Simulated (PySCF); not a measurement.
# How methods differ on the ionisation energy of Al

Al [Ne] 3s2 3p1 (2P) → Al⁺ [Ne] 3s2 (1S), as a difference of total energies. All numbers are calculated (PySCF 2.14, the non-relativistic Hamiltonian (point nucleus), in cc-pV(T+d)Z (5s4p3d1f, 39 functions)). Correlated levels: valence: [Ne] frozen. The calculations carry no spin-orbit coupling.

```
           method  ionisation energy (eV)
              UHF                   5.598
             MN15                   5.674
            M06-L                   5.849
    MP2 (valence)                   5.818
SCS-MP2 (valence)                   5.803
   CCSD (valence)                   5.912
CCSD(T) (valence)                   5.943
```

Question: How much does correlation contribute at CCSD(T) (valence)?

Answer: 5.943 − (5.598) = 0.345 eV, measured against UHF.

Errors of the correlated levels include the incompleteness of this basis and the frozen core.

For comparison: 5.977 eV (measured; NIST levels, between the centres of gravity of the two terms).
